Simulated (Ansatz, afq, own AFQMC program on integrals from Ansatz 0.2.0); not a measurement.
# Where AFQMC and coupled cluster stand for H$_{2}$Br, doublet

```xyz
3

Br    0.0000    0.0000   -1.4687
H     0.0000    0.0000    0.1343
H     0.0000    0.0000    1.3343
```

Basis cc-pVTZ. Noble-gas cores (and the filled d shells of Ga–Kr and In–Xe) are frozen. Ansatz 0.2.0 and our own AFQMC program on the same integrals; the CISD trial comes from CCSD amplitudes, and released means the phaseless constraint is let go. Error bars are statistical, one sigma. No spin–orbit coupling.

Determinant: UHF, the one that the program's search chose, which needn't be the lowest solution. The geometry is a point of a scan.

No full CI on the walks' own integrals is used here; CCSDT(Q) serves as the reference and is uncertain by about the last step of the cluster series.

Cautions: no relativity below Rb; no spin-orbit coupling; inner d shell frozen.

- T1 diagnostic: 0.0168
- weight of the determinant in the CISD state: 0.905
- ⟨S²⟩ of the determinant: 0.798
- size of the correlated space: 9 electrons in 57 orbitals

| level | correlation energy (eV) |
| --- | --- |
| MP2 | -4.8666 |
| CCSD | -5.5132 |
| CCSD(T) | -5.7088 |

Task: Estimate where AFQMC with the constraint released lies against CCSD(T) on the same integrals.

Result: 0.61 ± 0.05 kcal/mol below CCSD(T).

Reference: CCSDT(Q), correlation energy -5.735 eV. The released energy is read at 2.40 1/Eh (meV from the phaseless value at times in 1/Eh: -3 ± 3 at 0.24, -5.3 ± 2.4 at 0.51, -5.3 ± 1.9 at 0.99, -6.1 ± 2.4 at 1.62, -8.1 ± 2.0 at 2.40).

```
         level  E − E(reference) (kcal/mol)  share of correlation (%)
       CCSD(T)                         0.61                     99.54
         CCSDT                         0.18                     99.86
 ph-AFQMC/CISD                  0.18 ± 0.07                     99.86
released AFQMC                  0.00 ± 0.05                    100.00
```

A walk keeps the symmetry of its determinant, which the program's search chose and which needn't be the lowest solution, so a lower state of the same spin and another symmetry isn't excluded. Released energies are given only where the last usable release times agree within the noise; a slower fall can still hide under it.
